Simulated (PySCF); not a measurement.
# What an electron can do to AlH

CCSD(T) extrapolated to the basis-set limit (PySCF; AlH CCSD(T)/CBS(TQ)+CV+SR, AlH⁺ CCSD(T)/CBS(TQ)+CV+SR; CV core-valence, SR scalar-relativistic term); no spin–orbit coupling.

| species | state (unpaired electrons) | Re (Å) | ωe (cm⁻¹) | energy of the minimum from the neutral (eV) | De (eV) | dissociates to |
| --- | --- | --- | --- | --- | --- | --- |
| AlH | singlet (closed shell) | 1.647 | 1686 | 0.00 | 3.19 | Al + H |
| AlH⁺ | doublet (σ ↑) | 1.606 | 1674 | 8.32 | 0.82 | Al⁺ + H |

Question: Work out the lowest energy to break AlH into atoms, from its vibrational ground state.

Answer: D0 = De − ωe/2 = 3.19 − 0.10 = 3.09 eV (composite CCSD(T)).

Question: Work out the ionisation energy of the Al atom at this level and the threshold of dissociative ionisation.

Answer: IE(Al) = 8.32 + 0.82 − 3.19 = 5.95 eV, so Al⁺ + H + e⁻ appears at D0 + IE(Al) = 9.04 eV (composite CCSD(T)). The measured IE(Al) is 5.986 eV (NIST ASD).

These are thermodynamic thresholds; the onsets seen under electron impact lie higher where the geometry changes, and cross-sections peak well above them.

For an ion De counts to the pair picked by the measured ionisation energies or electron affinities, which need not be the lowest pair at this level. Where the molecule has an RHF reference, its open-shell atoms are computed with UHF. The CCSD T1 diagnostic is raised in AlH⁺, a sign that a single reference may not be enough there. States were picked by a PBE0 search and need not be the measured ground states.
